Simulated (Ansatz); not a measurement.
Relaxation of BClH₅N (8 atoms, charge 0, multiplicity 1), to a largest force component of 0.03 eV/Å in at most 50 steps.

Theory: RKS PBE-D4/def2-SVP in Ansatz 0.2.0.

```xyz
8
Properties=species:S:1:pos:R:3
B -0.096 0.513 -0.395
H -0.150 -0.101 1.923
H 0.862 -0.227 -0.379
N -1.345 0.073 -0.835
H -1.509 -0.908 -1.069
H -2.165 0.676 -0.913
Cl 0.116 2.274 0.071
H -0.013 0.600 2.027
```

Where does it end, and by what steps?

The forces met the threshold. The force dipped under the threshold on the way, but the program's further checks kept it going. After 27 steps the energy has fallen by 0.217 eV; H2 moved furthest, 1.57 Å.

| step | energy less start (eV) | largest force component (eV/Å) | accepted |
| --- | --- | --- | --- |
| 0 | 0.0000 | 1.862 | yes |
| 1 | -0.1415 | 0.544 | yes |
| 2 | -0.1804 | 0.411 | yes |
| 3 | -0.1956 | 0.173 | yes |
| 4 | -0.1732 | 1.419 | no |
| 5 | -0.1976 | 0.075 | yes |
| 6 | -0.1997 | 0.037 | yes |
| 7 | -0.1990 | 0.537 | no |
| 8 | -0.2023 | 0.023 | yes |
| 9 | -0.2037 | 0.246 | yes |
| 10 | -0.2078 | 0.085 | yes |
| 11 | -0.2055 | 0.451 | no |
| 12 | -0.2102 | 0.035 | yes |
| 13 | -0.2106 | 0.202 | yes |
| 14 | -0.2124 | 0.053 | yes |
| 15 | -0.2126 | 0.143 | yes |
| 16 | -0.2132 | 0.160 | yes |
| 17 | -0.2147 | 0.064 | yes |
| 18 | -0.2152 | 0.028 | yes |
| 19 | -0.2156 | 0.041 | yes |
| 20 | -0.2153 | 0.190 | no |
| 21 | -0.2161 | 0.048 | yes |
| 22 | -0.2162 | 0.118 | yes |
| 23 | -0.2165 | 0.047 | yes |
| 24 | -0.2166 | 0.032 | yes |
| 25 | -0.2165 | 0.055 | no |
| 26 | -0.2167 | 0.006 | yes |
| 27 | -0.2168 | 0.010 | yes |

```xyz
8
Properties=species:S:1:pos:R:3
B -0.113 0.463 -0.848
H -0.003 0.203 3.457
H 0.862 -0.161 -1.208
N -1.400 0.070 -1.213
H -1.573 -0.753 -1.790
H -2.241 0.572 -0.926
Cl 0.114 1.915 0.163
H 0.053 0.590 2.794
```

Time of the run: 42 s on 1 thread of Arm Neoverse V2, with other jobs on the host, peak memory 0.13 GiB.
